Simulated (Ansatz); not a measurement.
# CH5 (doublet): wave-function methods side by side at distance H1–H2 along a hydrogen transfer = 0.952 Å, cc-pVTZ

Aim: climb from Hartree-Fock through coupled cluster and multireference methods for CH5 (doublet) at one geometry and basis, and see what each rung misses.

The runs use Ansatz 0.2.0, Gaussian basis; cc-pVTZ, core rule «outside noble gas», up to 1 orbitals frozen.

Plan: UHF; CCSD(T) on ROHF; CCSD(T) on UHF; BCCD(T) on ROHF; CISD; CCSDT(Q) on ROHF; CCSDT(Q) on UHF; CASSCF and NEVPT2, 3 electrons in 3 orbitals; CASSCF and NEVPT2, 9 electrons in 9 orbitals.

## 1. The geometry

The geometry derives from fragments relaxed apart (PBE0/def2-TZVP) and kept rigid, so it is no stationary point. A hydrogen atom is moved between rigid fragments.

6 atoms, charge 0, spin multiplicity 2.

Atoms are counted from 1 here; the program's logs count them from 0.

Bond lengths: H2–C3 1.367 Å, C3–H4 1.080 Å, C3–H5 1.080 Å, C3–H6 1.080 Å. Angles: H2–C3–H4 90.0°, H2–C3–H5 90.0°, H2–C3–H6 90.0°, H4–C3–H5 120.0°, H4–C3–H6 120.0°, H5–C3–H6 120.0°.

## 2. UHF

The input, in.yaml:

```yaml
crystal:
  periodic: [false, false, false]
  atoms:
    - {symbol: H, position_ang: [-2.101101, 0.000000, 0.000000]}
    - {symbol: H, position_ang: [-1.149101, 0.000000, 0.000000]}
    - {symbol: C, position_ang: [0.217899, 0.000000, 0.000000]}
    - {symbol: H, position_ang: [0.217899, -1.080023, 0.000000]}
    - {symbol: H, position_ang: [0.217899, 0.540011, 0.935327]}
    - {symbol: H, position_ang: [0.217899, 0.540012, -0.935327]}
basis:
  gaussian: {orbitals: cc-pVTZ}
magnetization: {spin_polarized: true, initial_magnetization: 1}
hamiltonian: {xc: hf}
output: {orbitals: {seedname: orbitals}}
```

Launch:

```console
$ ansatz run in.yaml --threads 1 --pin off --events-out ev --progress --plain --max-ram 2816MiB --backend cpu
```

After this run come: CCSD(T) on ROHF; CCSD(T) on UHF; BCCD(T) on ROHF; CISD; CCSDT(Q) on ROHF; CCSDT(Q) on UHF; CASSCF and NEVPT2, 3 electrons in 3 orbitals; CASSCF and NEVPT2, 9 electrons in 9 orbitals.

Before running them: what should the planned runs give, taken together? Wanted: UCCSDT(Q) below the RHF energy; RMP2 from UCCSDT(Q); UMP2 from UCCSDT(Q); RCCSD from UCCSDT(Q); RCCSD(T) from UCCSDT(Q); UCCSD(T) from UCCSDT(Q); RCCSDT(Q) from UCCSDT(Q); NEVPT2 pair from UCCSDT(Q); NEVPT2 valence from UCCSDT(Q).

The runs gave:

| quantity | value |
| --- | --- |
| UCCSDT(Q) below the RHF energy | -6.9033 eV |
| RMP2 from UCCSDT(Q) | +912.8 meV |
| UMP2 from UCCSDT(Q) | +969.9 meV |
| RCCSD from UCCSDT(Q) | +224.9 meV |
| RCCSD(T) from UCCSDT(Q) | +22.6 meV |
| UCCSD(T) from UCCSDT(Q) | +24.2 meV |
| RCCSDT(Q) from UCCSDT(Q) | +0.9 meV |
| NEVPT2 pair from UCCSDT(Q) | +840.4 meV |
| NEVPT2 valence from UCCSDT(Q) | +938.1 meV |
| levels within 1 kcal/mol (43 meV) | RCCSD(T), UCCSD(T), BCCD(T), RCCSDT, UCCSDT, RCCSDT(Q) |
| T1 diagnostic | 0.027 |
| effectively unpaired electrons | 1.02 |

In words: RCCSD(T) misses by +22.6 meV, 0.3 % of the correlation energy. One determinant dominates. Of the multireference levels listed NEVPT2 pair comes nearest in total energy (+840.4 meV), which doesn't show that its space is the better one. These misses are within one basis, not against nature; the frozen cores of restricted and unrestricted runs differ, which can shift their rows.
